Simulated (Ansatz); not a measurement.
C$_{4}$H$_{8}$O$_{2}$, SMILES `C1COCOC1`. Charge 0, multiplicity 1.

Cartesian coordinates in Å:
```
C -0.907 -0.154 0.786
C -1.079 0.180 -0.685
O -0.091 1.104 -1.098
C 1.187 0.609 -0.845
O 1.425 0.379 0.509
C 0.529 -0.588 1.020
H -1.600 -0.946 1.083
H -1.122 0.732 1.388
H -1.000 -0.736 -1.292
H -2.046 0.641 -0.890
H 1.899 1.365 -1.175
H 1.335 -0.332 -1.408
H 0.715 -1.556 0.527
H 0.756 -0.699 2.081
```

Question: Give the diagnostics of a CCSD(T)/def2-TZVPP run (frozen core, the Gaussian-basis code of Ansatz). (An estimate is asked.)

Answer: The calculation gave: T1 = 0.0112, largest single amplitude 0.016, largest double 0.012, (T) share of the correlation energy 3.9 %, 9 CCSD cycles. The RHF solution is stable towards an unrestricted one. T1 lies under the customary mark of 0.02 for closed shells.
